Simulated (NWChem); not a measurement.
## Basis-set convergence for dimethylamine (C₂H₇N)

SMILES: CNC
```xyz
10

C     -0.2167     0.0184    -1.2073
N      0.5514    -0.1400     0.0000
C     -0.2167     0.0184     1.2073
H     -0.7624     0.9861    -1.2886
H     -0.9733    -0.7815    -1.2786
H      0.4361    -0.0754    -2.0886
H      1.3400     0.5011     0.0000
H     -0.7624     0.9861     1.2886
H      0.4361    -0.0754     2.0886
H     -0.9733    -0.7815     1.2786
```
Charge 0, spin multiplicity 1.

Program: NWChem. Structure: optimised with PBE0/def2-SVP, a minimum by its harmonic frequencies.

Quantity: LUMO energy at the level PBE0.

The Pople sets run with spherical d functions.

| basis | functions | LUMO energy (eV) |
|---|---|---|
| STO-3G | 22 | 10.61 |
| 3-21G | 41 | 3.40 |
| pcseg-1 | 77 | 1.55 |
| def2-SVP | 77 | 1.89 |
| 6-311G** | 96 | 1.50 |
| aug-cc-pVDZ | 132 | -0.04 |
| aug-pcseg-1 | 132 | -0.08 |
| cc-pVTZ | 188 | 1.26 |
| pcseg-2 | 188 | 0.64 |
| def2-TZVPP | 191 | 1.21 |

Smallest basis within 0.2 eV of def2-TZVPP, the largest set run: cc-pVTZ, with 188 functions against 191. def2-TZVPP isn't the basis-set limit itself, and a small set can land close by cancellation.

This LUMO lies above zero in the largest set, so its value hangs on the diffuse functions.
